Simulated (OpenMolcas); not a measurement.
**BCl (SMILES [B]Cl): HF/ANO-RCC-VDZP (DKH4)**

Aim: the vertical ionisation energy of BCl at HF/ANO-RCC-VDZP (DKH4), from 2 runs. 

The results are computed with OpenMolcas 26.06.

### 1 The system as given

The species is BCl (2 atoms), meant as a singlet with charge 0. SMILES: `[B]Cl`. The shape is that of a PBE0-D4/def2-TZVP optimisation.

Bond lengths: B1–Cl2 1.718 Å.

### 2 The energy at HF/ANO-RCC-VDZP (DKH4)

File job.input:

```
>>> EXPORT MOLCAS_PRINT=2
&GATEWAY
Coord
2
angstrom
B        0.000000       0.000000      -0.069660
Cl       0.000000       0.000000       1.648190
Basis=ANO-RCC-VDZP
Group=NoSym
&SEWARD
Relativistic=R04O02
Expert
&SCF
PrOrbitals=0
```

The run is started by

```bash
$ export MOLCAS_MEM=1860
$ pymolcas job.input > job.log
```

Standard output:

```text
--- Start Module: gateway ---
[...]
--- Stop Module: gateway /rc=_RC_ALL_IS_WELL_ ---
--- Start Module: seward ---
[...]
 ###    WARNING:  EXPERT option is ON!                                       ###
 ###############################################################################
               SEWARD will generate:
[...]
      Basis functions           32
--- Stop Module: seward /rc=_RC_ALL_IS_WELL_ ---
[...]
--- Start Module: scf ---
[...]
       Convergence after  10 Iterations
[...]
::    Total SCF energy                               -485.5730617618
[...]
      Total spin, S                                     0.0000000000
[...]
      Total electronic charge=   22.000000
      Total            charge=   -0.000000
[...]
      Dipole Moment (debye):
      Origin of the operator (angstrom)=    0.0000    0.0000    1.2369
                   X=  1.7433E-13               Y= -8.6384E-14               Z=  1.3916E+00           Total=  1.3916E+00
      Quadrupole Moment (debye*angstrom):
[...]
--- Stop Module: scf /rc=_RC_ALL_IS_WELL_ ---
[...]
```

Wall time 2.4 s (1 thread of Arm Neoverse V2, shared host); peak memory 0.38 GiB.

### 3 The doublet cation at the same level

File job.inp:

```
&GATEWAY
 Coord
 2
 angstrom
 B        0.000000       0.000000      -0.069660
 Cl       0.000000       0.000000       1.648190
 Basis=ANO-RCC-VDZP
 Group=NoSym

&SEWARD
 Relativistic=R04O02
 Expert

&SCF
 UHF
 Charge=1
 Spin=2
 PrOrbitals=0
```

The run is started by

```bash
$ export MOLCAS_MEM=1860
$ pymolcas job.inp > job.log
```

Standard output:

```text
--- Start Module: gateway ---
[...]
--- Stop Module: gateway /rc=_RC_ALL_IS_WELL_ ---
--- Start Module: seward ---
[...]
 ###    WARNING:  EXPERT option is ON!                                       ###
 ###############################################################################
               SEWARD will generate:
[...]
      Basis functions           32
--- Stop Module: seward /rc=_RC_ALL_IS_WELL_ ---
[...]
--- Start Module: scf ---
[...]
       Convergence after  16 Iterations
[...]
::    Total SCF energy                               -485.2420244043
[...]
      Total spin, S                                     0.5048531614
[...]
      Total electronic charge=   21.000000
      Total            charge=    1.000000
[...]
      Dipole Moment (debye):
      Origin of the operator (angstrom)=    0.0000    0.0000    1.2369
                   X=  1.6024E-13               Y=  1.2779E-13               Z= -3.9981E+00           Total=  3.9981E+00
      Center of Charge (angstrom)
[...]
--- Stop Module: scf /rc=_RC_ALL_IS_WELL_ ---
[...]
```

It took 2.6 s on 1 thread of Arm Neoverse V2, shared host; peak memory 0.38 GiB.

### 4 Outcome

Level: HF/ANO-RCC-VDZP (DKH4).

```
                                          quantity          value
                         singlet BCl: total energy  -485.57306 Eh
                        singlet BCl: dipole moment         1.39 D
                          singlet BCl: HOMO energy      -10.31 eV
                          singlet BCl: LUMO energy        2.05 eV
                        singlet BCl: HOMO–LUMO gap       12.36 eV
                      doublet cation: total energy  -485.24202 Eh
doublet cation: HOMO energy (highest over α and β)      -21.22 eV
 doublet cation: LUMO energy (lowest over α and β)       -7.86 eV
                              doublet cation: ⟨S²⟩          0.760
vertical ionisation energy (to the doublet cation)       9.008 eV
```

**Reading.** The vertical ionisation energy comes to 9.01 eV (208 kcal/mol). The negative HOMO energy of the first species, 10.31 eV, lies 1.30 eV above that difference.
